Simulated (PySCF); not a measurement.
## Beryllium: a sound run and one with changed settings

Sound run: Be [He] 2s2, Be⁺ [He] 2s1. Computed with PySCF 2.14 in def2-TZVP (5s3p1d, 19 functions), with no relativity, point nucleus. In the sound run the correlated levels freeze 1s2. The sound run starts from symmetry-adapted Hartree-Fock orbitals and uses a fine grid where one is needed.

Changed run: initial guess minao, at most 50 SCF cycles.

| species | method | sound run (hartree) | changed run (hartree) | converged |
| --- | --- | --- | --- | --- |
| Be | UHF | -14.57258 | -14.57258 | yes |
| Be | PBE | -14.62824 | -14.62824 | yes |
| Be | CCSD(T) | -14.61767 | -14.61767 | yes |
| Be⁺ | PBE0 | -14.30585 | -14.30585 | yes |

Here the plain start reaches the same solutions.
